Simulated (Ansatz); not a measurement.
What does this script print? It uses the Python package of Ansatz (0.2.0).

`scan_c3h4o.py`
```python
'''Potential curve of C3H4O along one bond.'''

import ansatz as az
import numpy as np

system = (
    az.Crystal.molecule()
    .atom('C', [-0.3534, 0.8752, -0.454])
    .atom('C', [0.1254, -0.2691, 0.1439])
    .atom('C', [0.348, -1.4591, 0.5464])
    .atom('O', [1.2908, -0.4636, 0.9482])
    .atom('H', [-1.2953, 0.6813, -1.0676])
    .atom('H', [-0.6755, 1.6763, 0.2903])
    .atom('H', [0.3581, 1.3772, -1.1344])
    .atom('H', [0.294, -2.4754, 0.6714])
)

symbols = [site.symbol for site in system.cartesian_sites]
start = np.array([site.position_ang for site in system.cartesian_sites])
axis = (start[0] - start[1]) / np.linalg.norm(start[0] - start[1])
moving = [0, 4, 5, 6]
lengths, energies = [1.212, 1.267, 1.322, 1.377, 1.432, 1.487, 1.542, 1.625], []
for length in lengths:
    xyz = start.copy()
    xyz[moving] += (length - np.linalg.norm(start[0] - start[1])) * axis
    point = az.Crystal.molecule()
    for symbol, place in zip(symbols, xyz):
        point = point.atom(symbol, place.tolist())
    job = (
        point.calculation()
        .basis(gaussian='cc-pVDZ')
        .functional('b3lyp')
    )
    report = job.run().report
    energies.append(report['free_energy_ev'])
    print(f'r = {length:6.3f} A  E = {energies[-1]:.5f} eV  <S^2> = {abs(report["mean_field"]["state"]["spin_squared"]):.3f}')

# quartic fit about the minimum
fit = np.polynomial.Polynomial.fit(lengths, np.array(energies) - min(energies), 4).convert()
roots = [r.real for r in fit.deriv().roots() if abs(r.imag) < 1e-9 and fit.deriv(2)(r.real) > 0]
r_e = min(roots, key=lambda r: abs(r - lengths[int(np.argmin(energies))]))
print(f'minimum of the fit at {r_e:.4f} A, force constant {fit.deriv(2)(r_e):.2f} eV/A^2')
```

Running `python scan_c3h4o.py` prints:
```text
r =  1.212 A  E = -5217.44810 eV  <S^2> = 0.000
r =  1.267 A  E = -5218.20066 eV  <S^2> = 0.000
r =  1.322 A  E = -5218.67379 eV  <S^2> = 0.000
r =  1.377 A  E = -5218.93596 eV  <S^2> = 0.000
r =  1.432 A  E = -5219.03959 eV  <S^2> = 0.000
r =  1.487 A  E = -5219.02494 eV  <S^2> = 0.000
r =  1.542 A  E = -5218.92291 eV  <S^2> = 0.000
r =  1.625 A  E = -5218.65469 eV  <S^2> = 0.000
minimum of the fit at 1.4507 A, force constant 34.51 eV/A^2
```

Total energies depend on the basis set; only differences at equal settings carry meaning. The rest of the molecule is held rigid at a force-field or estimated start geometry, and the basis set is modest; single-reference methods fail as a bond breaks. b3lyp holds the VWN-RPA fit, as in Gaussian; the form of ORCA and Turbomole is b3lyp5. The orbitals are restricted, so S² is zero by construction. Toward dissociation an unrestricted state can lie under the restricted one, by tenths of an eV for polar bonds under a functional and by 1 to 2 eV or more for others. Wall time of the script: 13 s on 1 thread of Arm Neoverse V1, with other jobs on the host, peak memory 0.2 GiB.
